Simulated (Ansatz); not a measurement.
Mulliken charges of C3H2F2S, SMILES `FC1=CC(F)S1` from ωB97M-V/def2-TZVPP in Ansatz (PBE0-D4/def2-TZVP geometry).

| atom | x (Å) | y (Å) | z (Å) | charge (e) |
| --- | --- | --- | --- | --- |
| F1 | 0.631 | -0.696 | 2.275 | -0.157 |
| C2 | 0.235 | -0.226 | 1.122 | 0.182 |
| C3 | 0.624 | -0.465 | -0.127 | -0.179 |
| C4 | -0.443 | 0.355 | -0.777 | 0.113 |
| F5 | -0.022 | 1.382 | -1.557 | -0.192 |
| S6 | -1.108 | 0.883 | 0.887 | -0.014 |
| H7 | 1.387 | -1.090 | -0.564 | 0.133 |
| H8 | -1.213 | -0.200 | -1.315 | 0.114 |

Task: By hand: the dipole of these point charges (1 e Å = 4.8032 D).

Result: Σ q r = (-0.152, -0.254, -0.156) e Å, of length 0.335 e Å = 1.61 D.

Task: How does the dipole of the full density compare? (Estimate.)

Result: Computed: (-0.031, -0.287, -0.123) e Å, 1.51 D; the point charges give 1.07 times that, at 23° from its direction.

Point charges leave out the atoms' own dipoles, such as those of lone pairs, and Mulliken's split depends on the basis, so the two needn't agree.
